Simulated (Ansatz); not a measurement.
# CFSi radical: geometry and frequencies at several levels, part 2 of 2

The task, for CFSi radical: geometry and frequencies at several levels. Spin multiplicity 2.

Ansatz 0.2.0, Gaussian bases. The steps go on from the part before.

## (9) Relaxation, B3LYP-D4/def2-TZVPP

File input.yaml:

```yaml
crystal:
  periodic: [false, false, false]
  atoms:
    - { symbol: F, position_ang: [0.0, 0.0, -1.4128455] }
    - { symbol: C, position_ang: [0.0, 0.0, -0.13680087] }
    - { symbol: Si, position_ang: [0.0, 0.0, 1.54964639] }
magnetization:
  spin_polarized: true
  initial_magnetization: 1
basis:
  gaussian: { orbitals: def2-TZVPP }
hamiltonian:
  xc: { name: B3LYP }
  dispersion: d4
relax:
  f_tol: 0.002
  max_steps: 150
```

On the command line:

```bash
> ansatz run input.yaml --threads 2 --pin off --max-ram 5120MiB --backend cpu --events-out ev --progress --plain --runs-dir out
```

Output (excerpt; [...] marks lines left out):

```text
Warning: RAYON_NUM_THREADS=2 ignored (pool sized by the plan → 2); use --threads N
[...]
Functional definition: B3LYP
[...]
627 factors; their error is unknown
[...]
mean field -11629.48894315 eV, -427.3758359100 hartree, gradient 5.7e-5 eV, S^2 0.755622; 0 other end points of the search recorded, 0 dependent functions left out
[...]
reference -11629.48911318 eV, -427.3758421584 hartree; 15, 14 occupied and 89, 90 virtual orbitals, 627 factors
relax step   1: F+E_penalty+E_count = -11629.56949931 eV  Δ(F+E_penalty+E_count) = +0.000e0 eV  max|allowed force component| = 4.370e-1 eV/Å  Δτ_max = 0.0000 Å  (37 SCF iters, accepted)
[...]
relax step   3: F+E_penalty+E_count = -11629.57172358 eV  Δ(F+E_penalty+E_count) = -4.197e-4 eV  max|allowed force component| = 3.658e-3 eV/Å  Δτ_max = 0.0031 Å  (41 SCF iters, accepted)
[...]
relax step   4: F+E_penalty+E_count = -11629.57172377 eV  Δ(F+E_penalty+E_count) = -1.905e-7 eV  max|allowed force component| = 5.012e-5 eV/Å  Δτ_max = 0.0001 Å  (28 SCF iters, accepted)
627 factors; their error is unknown
[...]
mean field -11629.49129265 eV, -427.3759222526 hartree, gradient 1.3e-5 eV, S^2 0.755781; 1 other end points of the search recorded, 0 dependent functions left out
[...]
reference -11629.49146272 eV, -427.3759285025 hartree; 15, 14 occupied and 89, 90 virtual orbitals, 627 factors
Total energy: -11629.57189384 eV, -427.3788842917 hartree
Atom 0 at    -0.000000    -0.000000    -1.420163 Å, force     0.000000     0.000000    -0.000010 eV/Å
Atom 1 at     0.000000     0.000000    -0.135228 Å, force    -0.000000    -0.000000    -0.000040 eV/Å
Atom 2 at    -0.000000    -0.000000     1.555391 Å, force     0.000000     0.000000     0.000050 eV/Å
Dipole moment:    -0.000000    -0.000000     0.075203 e Å
```

It took 5.8 s on 2 threads of Intel Xeon Platinum 8488C (Sapphire Rapids), shared host; peak memory 0.19 GiB.

The steps of the relaxation:

```
step  E - E(step 1) (eV)  largest force component (eV/Å)
   1              0.0000                          0.4370
   2             -0.0018                          0.1854
   3             -0.0022                          0.0037
   4             -0.0022                          0.0001
```

Step 1 is the start.

Before: Bond lengths: F1–C2 1.276 Å, C2–Si3 1.686 Å. Angles: F1–C2–Si3 180.0°.

After: Bond lengths: F1–C2 1.285 Å, C2–Si3 1.691 Å. Angles: F1–C2–Si3 180.0°.

## (10) Frequencies, B3LYP-D4/def2-TZVPP

File input.yaml:

```yaml
crystal:
  periodic: [false, false, false]
  atoms:
    - { symbol: F, position_ang: [0.0, 0.0, -1.42016268] }
    - { symbol: C, position_ang: [0.0, 0.0, -0.13522803] }
    - { symbol: Si, position_ang: [0.0, 0.0, 1.55539074] }
magnetization:
  spin_polarized: true
  initial_magnetization: 1
basis:
  gaussian: { orbitals: def2-TZVPP }
hamiltonian:
  xc: { name: B3LYP }
  dispersion: d4
phonons: {}
```

On the command line:

```bash
> ansatz run input.yaml --threads 2 --pin off --max-ram 5120MiB --backend cpu --events-out ev --progress --plain --runs-dir out
```

Output (excerpt; [...] marks lines left out):

```text
Warning: RAYON_NUM_THREADS=2 ignored (pool sized by the plan → 2); use --threads N
[...]
Functional definition: B3LYP
[...]
627 factors; their error is unknown
[...]
mean field -11629.49129265 eV, -427.3759222526 hartree, gradient 5.9e-5 eV, S^2 0.755781; 0 other end points of the search recorded, 0 dependent functions left out
[...]
reference -11629.49146272 eV, -427.3759285025 hartree; 15, 14 occupied and 89, 90 virtual orbitals, 627 factors
[...]
627 factors; their error is unknown
mean field -11629.49129038 eV, -427.3759221691 hartree, gradient 2.6e-6 eV, S^2 0.755782; 0 other end points of the search recorded, 0 dependent functions left out
[...]
reference -11629.49146045 eV, -427.3759284190 hartree; 15, 14 occupied and 89, 90 virtual orbitals, 627 factors
[...]
627 factors; their error is unknown
[...]
mean field -11629.49121725 eV, -427.3759194815 hartree, gradient 1.9e-6 eV, S^2 0.755832; 0 other end points of the search recorded, 0 dependent functions left out
[...]
reference -11629.49138735 eV, -427.3759257326 hartree; 15, 14 occupied and 89, 90 virtual orbitals, 627 factors
[...]
627 factors; their error is unknown
[...]
mean field -11629.49116052 eV, -427.3759173967 hartree, gradient 1.9e-6 eV, S^2 0.755732; 0 other end points of the search recorded, 0 dependent functions left out
[...]
reference -11629.49133055 eV, -427.3759236455 hartree; 15, 14 occupied and 89, 90 virtual orbitals, 627 factors
Total energy: -11629.57189384 eV, -427.3788842917 hartree
Atom 0 at     0.000000     0.000000    -1.420163 Å, force     0.000000     0.000000    -0.000011 eV/Å
Atom 1 at     0.000000     0.000000    -0.135228 Å, force    -0.000000    -0.000000    -0.000039 eV/Å
Atom 2 at     0.000000     0.000000     1.555391 Å, force     0.000000     0.000000     0.000050 eV/Å
Dipole moment:     0.000000     0.000000     0.075201 e Å
Vibrations: 256.33 301.54 676.90 1531.26 cm⁻¹, zero-point energy 0.171472 eV
```

It took 16 s on 2 threads of Intel Xeon Platinum 8488C (Sapphire Rapids), shared host; peak memory 0.2 GiB.

Harmonic frequencies (cm⁻¹; negative: imaginary): 256, 302, 677, 1531.

## (11) Relaxation, B2PLYP/def2-TZVPP

File input.yaml:

```yaml
crystal:
  periodic: [false, false, false]
  atoms:
    - { symbol: F, position_ang: [0.0, 0.0, -1.4128455] }
    - { symbol: C, position_ang: [0.0, 0.0, -0.13680087] }
    - { symbol: Si, position_ang: [0.0, 0.0, 1.54964639] }
magnetization:
  spin_polarized: true
  initial_magnetization: 1
basis:
  gaussian: { orbitals: def2-TZVPP }
hamiltonian:
  xc: { name: B2PLYP }
relax:
  f_tol: 0.002
  max_steps: 150
```

On the command line:

```bash
> ansatz run input.yaml --threads 2 --pin off --max-ram 5120MiB --backend cpu --events-out ev --progress --plain --runs-dir out
```

Output (excerpt; [...] marks lines left out):

```text
Warning: RAYON_NUM_THREADS=2 ignored (pool sized by the plan → 2); use --threads N
[...]
Functional definition: B2PLYP
[...]
722 factors; integrals over basis functions are off by at most 3.9e-4 eV
[...]
mean field -11619.08384598 eV, -426.9934556418 hartree, gradient 3.9e-6 eV, S^2 0.771123; 2 other end points of the search recorded, 0 dependent functions left out
7 core orbitals not correlated: weight in the atoms' cores, before any rotation towards them, 1.000 or more for the frozen orbitals, at most 0.000 for the correlated occupied ones
reference -11619.08395441 eV, -426.9934596266 hartree; 8, 7 occupied and 89, 90 virtual orbitals, 722 factors
second order -15.82429043 eV of doubles, -0.00000000 eV of singles
[...]
relax step   1: F+E_penalty+E_count = -11623.35640439 eV  Δ(F+E_penalty+E_count) = +0.000e0 eV  max|allowed force component| = 3.769e-1 eV/Å  Δτ_max = 0.0000 Å  (89 SCF iters, accepted)
[...]
722 factors; integrals over basis functions are off by at most 4.1e-4 eV
[...]
mean field -11619.07961502 eV, -426.9933001568 hartree, gradient 2.7e-6 eV, S^2 0.772557; 3 other end points of the search recorded, 0 dependent functions left out
7 core orbitals not correlated: weight in the atoms' cores, before any rotation towards them, 1.000 or more for the frozen orbitals, at most 0.000 for the correlated occupied ones
reference -11619.07972348 eV, -426.9933041427 hartree; 8, 7 occupied and 89, 90 virtual orbitals, 722 factors
second order -15.84622459 eV of doubles, -0.00000000 eV of singles
[...]
Total energy: -11623.35820412 eV, -427.1505354062 hartree
Atom 0 at     0.000000     0.000000    -1.419140 Å, force    -0.000000    -0.000000     0.000577 eV/Å
Atom 1 at    -0.000000     0.000000    -0.135532 Å, force     0.000000    -0.000000    -0.001685 eV/Å
Atom 2 at     0.000000    -0.000000     1.554672 Å, force     0.000000     0.000000     0.001108 eV/Å
Dipole moment:     0.000000     0.000000     0.064460 e Å
```

It took 22 s on 2 threads of Intel Xeon Platinum 8488C (Sapphire Rapids), shared host; peak memory 0.31 GiB.

Step by step:

| step | E - E(step 1) (eV) | largest force component (eV/Å) |
| --- | --- | --- |
| 1 | 0.0000 | 0.3769 |
| 2 | -0.0014 | 0.1569 |
| 3 | -0.0017 | 0.0036 |
| 4 | -0.0017 | 0.0017 |

Step 1 is the start.

Before: Bond lengths: F1–C2 1.276 Å, C2–Si3 1.686 Å. Angles: F1–C2–Si3 180.0°.

After: Bond lengths: F1–C2 1.284 Å, C2–Si3 1.690 Å. Angles: F1–C2–Si3 180.0°.

## (12) The levels compared

```
               level  F1–C2 (Å)  C2–Si3 (Å)  rotational constants (MHz)  dipole (D)  highest frequency (cm⁻¹)  CPU time
  PBE0-D4/def2-TZVPP     1.2760      1.6864                      4975.1        0.19                      1575      17 s
   PBE-D4/def2-TZVPP     1.2919      1.7086                      4849.6        0.05                      1490      12 s
r2SCAN-D4/def2-TZVPP     1.2825      1.6953                        4924        0.01                      1536      19 s
 B3LYP-D4/def2-TZVPP     1.2849      1.6906                        4933        0.36                      1531      11 s
   B2PLYP/def2-TZVPP     1.2836      1.6902                      4938.5        0.31                         -      43 s
```

Constants are for the commonest isotopes at the equilibrium geometry; times are CPU times of the relaxations.

## (13) Results

The summary covers parts 1 to 2.

| quantity | value |
| --- | --- |
| F1–C2 at B2PLYP/def2-TZVPP | 1.284 Å |
| C2–Si3 at B2PLYP/def2-TZVPP | 1.690 Å |
| frequencies at B3LYP-D4/def2-TZVPP | 256 to 1531 cm⁻¹ |

**Reading.** The F–C distance spreads over 0.016 Å, from PBE0-D4/def2-TZVPP (shortest) to PBE-D4/def2-TZVPP. No mode is imaginary, so the geometry is a minimum.
